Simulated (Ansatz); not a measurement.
# CH2Al (quartet): the correlation ladder, cc-pVTZ

The task here is to estimate one member of a computed series from the others.

Computed with Ansatz 0.2.0, Gaussian basis. Level: cc-pVTZ, core rule «outside noble gas», up to 6 orbitals frozen.

Plan: UHF; CCSD(T) on ROHF; CCSD(T) on UHF; BCCD(T) on ROHF; CCSDT(Q) on ROHF; CCSDT(Q) on UHF; CASSCF and MRCISD+Q, 9 electrons in 10 orbitals; CASSCF and NEVPT2, 9 electrons in 10 orbitals.

7 further runs of the same task are left out: 4 for a known fault of the program, 3 set aside as unsound or not needed.

### What is computed

The geometry is a PBE0/def2-TZVP stationary point (not a proven minimum).

4 atoms, charge 0, spin multiplicity 4.

Atoms are counted from 1 here; the program's logs count them from 0.

Bond lengths: Al1–C2 1.923 Å, Al1–H3 1.613 Å, C2–H4 1.088 Å. Angles: C2–Al1–H3 117.5°, Al1–C2–H4 152.8°.

Set-up of the first run:

in.yaml reads:

```yaml
crystal:
  periodic: [false, false, false]
  atoms:
    - {symbol: Al, position_ang: [0.000000, -0.074388, 0.613390]}
    - {symbol: C, position_ang: [0.000000, 0.010117, -1.308029]}
    - {symbol: H, position_ang: [0.000000, 1.321704, 1.420502]}
    - {symbol: H, position_ang: [0.000000, 0.549036, -2.253748]}
basis:
  gaussian: {orbitals: cc-pVTZ}
magnetization: {spin_polarized: true, initial_magnetization: 3}
hamiltonian: {xc: hf}
output: {orbitals: {seedname: orbitals}}
```

Command:

```console
> ansatz run in.yaml --threads 1 --pin off --events-out ev --progress --plain --max-ram 2816MiB --backend cpu
```

Steps of the session up to this table: UHF; CCSD(T) on ROHF; CCSD(T) on UHF; BCCD(T) on ROHF; CCSDT(Q) on ROHF; CCSDT(Q) on UHF; CASSCF and MRCISD+Q, 9 electrons in 10 orbitals; CASSCF and NEVPT2, 9 electrons in 10 orbitals.

One table of the session follows, with a row left open; its other results are not shown here.

| method | from UCCSDT(Q) (kJ/mol) |
| --- | --- |
| ROHF | +545.0 |
| UHF | +525.1 |
| RMP2 | +95.7 |
| UMP2 | +97.2 |
| RCCSD | ? |
| UCCSD | +19.5 |
| RCCSD(T) | +3.6 |
| UCCSD(T) | +3.4 |
| BCCD(T) | +3.5 |
| RCCSDT | +0.8 |
| UCCSDT | +0.6 |
| RCCSDT(Q) | +0.2 |
| UCCSDT(Q) | 0 |
| CASSCF valence | +374.9 |
| NEVPT2 valence | +91.4 |
| MRCISD valence | +25.6 |
| MRCISD+Q valence | +4.1 |

**Question.** Estimate the row for RCCSD.

**Answer.** from UCCSDT(Q) (kJ/mol): +20.1. In the column «from UCCSDT(Q) (kJ/mol)» it lies between UCCSD (+19.5) and MRCISD valence (+25.6).

With the free atoms at the same levels and basis (separate runs), the atomisation energy is 9.229 eV at UCCSDT(Q), 9.221 eV at RCCSD(T), 9.220 eV at UCCSD(T), 7.692 eV at ROHF.

Caveats from the session: Restricted and unrestricted rows rest on different reference determinants; where their highest levels disagree by more than a few hundredths of an eV, they describe different states and don't form one ladder.
